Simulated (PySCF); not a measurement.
**Worked example: entropy of an ideal gas**

methanol (CH₄O), SMILES CO.

Geometry: PBE-D3(BJ)/def2-TZVP.

PBE-D3(BJ)/def2-TZVP (PySCF) gives the harmonic wavenumbers 302, 1013, 1056, 1128, 1333, 1427, 1440, 1458, 2916, 2962, 3046, 3710 cm⁻¹ and the rotational temperatures 6.0544, 1.1775, 1.1359 K. The molar mass is 32.04 g/mol, the symmetry number 1, the spin multiplicity 1.

Problem. Work out the entropy at 298.15 K and 1 atm in the rigid-rotor, harmonic-oscillator model.

Solution. 
Translation (Sackur–Tetrode at 1 atm): S = R[1.5 ln M + 2.5 ln T − 1.16487] = 152.0 J/(mol K).
Rotation: q = (√π/σ) T^1.5/√(θA θB θC) = 3210, S = R[ln q + 3/2] = 79.6 J/(mol K).
Vibration: with u = 1.4388 ν/T, each mode gives R[u/(e^u − 1) − ln(1 − e^−u)]:
| ν (cm⁻¹) | modes | u | S (J/(mol K)) |
|---|---|---|---|
| 302 | 1 | 1.46 | 5.88 |
| 1013 | 1 | 4.89 | 0.37 |
| 1056 | 1 | 5.10 | 0.31 |
| 1128 | 1 | 5.44 | 0.23 |
| 1333 | 1 | 6.43 | 0.10 |
| 1427 | 1 | 6.89 | 0.07 |
| 1440 | 1 | 6.95 | 0.06 |
| 1458 | 1 | 7.04 | 0.06 |
The stiffer modes add less than 0.005 each. Sum 7.1 J/(mol K).
Spin: R ln 1 = 0.0 J/(mol K).
Total 238.7 J/(mol K); the program's own thermochemistry gives 238.7. Translation makes up 64 % and vibration 3 %. Anharmonicity, hindered rotation and orbital degeneracy are left out.
